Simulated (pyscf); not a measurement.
## Four-centre exchange: H₃C–SiH₃ (SMILES C[SiH3]) + H₂ (SMILES [H][H]) → H₃C–SiH₃ (SMILES C[SiH3]) + H₂ (SMILES [H][H])

Gas phase, singlet surface, charge 0. Bonds broken: C1–H9, H3–H10. Bonds formed: C1–H3, H9–H10. PySCF, gas phase, ωB97X-D3(BJ)/def2-SVP geometries.

Transition state (Å):

```xyz
10

C     -0.9273    -0.7993    -0.3775
Si    -0.2630     0.9217    -0.6765
H     -1.9728    -0.0388     0.5953
H     -0.6859    -1.3506    -1.3205
H     -1.4288    -1.5136     0.2654
H     -0.4776     1.8473     0.4676
H      1.1977     0.8256    -0.9809
H     -0.9100     1.4781    -1.9043
H     -0.6420    -0.4504     1.1771
H     -1.4925     0.0077     1.4853
```

One imaginary mode, 2185i cm⁻¹; descent along it reached the two sides named.

```json
[
 {"bond": "C1–H9", "change": "breaks", "reactant side (Å)": "1.106", "saddle": "1.619", "product side": "3.7"},
 {"bond": "H3–H10", "change": "breaks", "reactant side (Å)": "0.761", "saddle": "1.012", "product side": "2.7"},
 {"bond": "C1–H3", "change": "forms", "reactant side (Å)": "3.7", "saddle": "1.618", "product side": "1.105"},
 {"bond": "H9–H10", "change": "forms", "reactant side (Å)": "2.8", "saddle": "1.014", "product side": "0.760"}
]
```

Electronic energies relative to the separated reactants (kJ/mol):

| level | barrier | reaction energy | reverse barrier |
|---|---|---|---|
| ωB97X-D3(BJ)/def2-TZVP | 486.8 | 0.0 | 486.8 |
| PBE/def2-TZVP | 438.1 | 0.0 | 438.1 |
| r²SCAN/def2-TZVP | 461.6 | 0.0 | 461.6 |
| B3LYP-D3(BJ)/def2-TZVP | 471.5 | 0.0 | 471.5 |
| PBE0-D3(BJ)/def2-TZVP | 461.9 | 0.0 | 461.9 |
| M06-2X/def2-TZVP | 491.8 | 0.0 | 491.8 |
| ωB97M-D3(BJ)/def2-TZVP | 472.9 | 0.0 | 472.9 |
| HF/def2-TZVP | 597.4 | 0.0 | 597.4 |

With ωB97M-D3(BJ)/def2-TZVP energies and thermal terms (ideal gas, 1 atm, RRHO with modes under 100 cm⁻¹ raised to 100, one conformer, R ln 2 for chiral ones without a mode under 150 cm⁻¹), in kJ/mol:

| T (K) | ΔH‡ | ΔG‡ | ΔH | ΔG |
|---|---|---|---|---|
| 298 | 466.1 | 500.4 | 0.0 | 0.0 |
| 600 | 462.5 | 537.0 | 0.0 | 0.0 |
| 900 | 462.8 | 574.3 | 0.0 | 0.0 |
| 1200 | 464.6 | 611.3 | 0.0 | 0.0 |

The same reactants have a lower exit, to CH₄ + SiH₄ (barrier +301.1 kJ/mol at ωB97M-D3(BJ)/def2-TZVP, against +472.9 kJ/mol here). Another saddle between the same species, by other bonds, lies lower (283.1 kJ/mol against 472.9 kJ/mol at ωB97M-D3(BJ)/def2-TZVP).
